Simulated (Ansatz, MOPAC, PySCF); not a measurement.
System: furan, C4H4O (charge 0, singlet). SMILES: c1ccoc1
Geometry: optimised at B3LYP-D3(BJ)/def2-TZVP (Ansatz, an electronic-structure program).

Unscaled harmonic wavenumbers (cm⁻¹) in rising order, each level at the stationary point that it reaches from this structure (no distance between atoms moves by over 0.3 Å); the order of modes can differ between levels, and a negative number is imaginary. B3LYP-D3(BJ)/def2-TZVP (PySCF, at the structure above): 616, 623, 732, 757, 845, 873, 891, 900, 1015, 1061, 1092, 1169, 1196, 1292, 1415, 1511, 1593, 3248, 3258, 3280, 3286.

PM3 (MOPAC): 507, 520, 770, 783, 872, 879, 885, 943, 979, 1028, 1071, 1104, 1287, 1309, 1487, 1609, 1698, 3128, 3133, 3164, 3175. Zero-point energy 43.4 against 43.8 kcal/mol; where all levels lie over 400 cm⁻¹, the wavenumbers are on average 0.991 times those of B3LYP-D3(BJ)/def2-TZVP.

PM7 (MOPAC): 497, 498, 828, 831, 844, 858, 914, 975, 1067, 1093, 1152, 1197, 1249, 1267, 1404, 1616, 1675, 2768, 2775, 2796, 2806. Zero-point energy 41.6 against 43.8 kcal/mol; where all levels lie over 400 cm⁻¹, the wavenumbers are on average 0.982 times those of B3LYP-D3(BJ)/def2-TZVP.

HF/3-21G (Ansatz): 658, 676, 886, 903, 955, 986, 1065, 1066, 1085, 1103, 1129, 1260, 1276, 1408, 1516, 1630, 1730, 3448, 3461, 3496, 3506. Zero-point energy 47.5 against 43.8 kcal/mol; where all levels lie over 400 cm⁻¹, the wavenumbers are on average 1.098 times those of B3LYP-D3(BJ)/def2-TZVP.

HF/6-31G* (Ansatz): 660, 663, 854, 862, 956, 961, 990, 1011, 1092, 1161, 1168, 1269, 1324, 1417, 1552, 1680, 1769, 3435, 3447, 3479, 3485. Zero-point energy 47.5 against 43.8 kcal/mol; where all levels lie over 400 cm⁻¹, the wavenumbers are on average 1.095 times those of B3LYP-D3(BJ)/def2-TZVP.
